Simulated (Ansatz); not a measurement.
hcp Sc, relaxed in Ansatz (plane waves) with several semilocal functionals. Each gives its own volume and its own bulk modulus:

| level | V0 (Å³/atom) | bulk modulus (GPa) | ln V0 | ln B0 |
|---|---|---|---|---|
| LDA | 22.535 | 61.60 | 3.1151 | 4.1207 |
| PBEsol | 23.649 | 57.22 | 3.1633 | 4.0469 |
| r²SCAN | 24.918 | 54.94 | 3.2156 | 4.0062 |

Q: Fit a straight line to ln B0 against ln V0. What does it predict for PBE, whose volume is 24.648 Å³/atom?

A: With x = ln V0 and y = ln B0: means 3.16467 and 4.05793; Σ(Δx Δy) = -0.005731, Σ(Δx²) = 0.005053, so the slope is -1.13. At x = 3.2047 the line gives y = 4.05793 + (-1.13) × (3.2047 − 3.16467) = 4.0127, or 55.30 GPa. The run with PBE gives 54.15 GPa, -2.1 % from the line. The rows used scatter about it by up to 1.2 %, while the largest value lies 12 % above the smallest. For comparison, PBE's own equation of state has B′ = 3.4, the slope −d ln B/d ln V at a fixed functional; the two needn't agree, since functionals also differ at one volume.

Measured: 55.6 GPa (measured, zero-point energy and finite temperature contributions removed, our sources range from 44.5 to 55.6; as tabulated in doi:10.1021/acs.jctc.3c00612).

The crystal itself was run without spin with r²SCAN; a magnetic state was not tried in these runs.

Ansatz's density-functional and Hartree–Fock values are scalar-relativistic unless marked +SOC, with PAW data made under PBE.

Ansatz is a quantum-chemistry and plane-wave program.
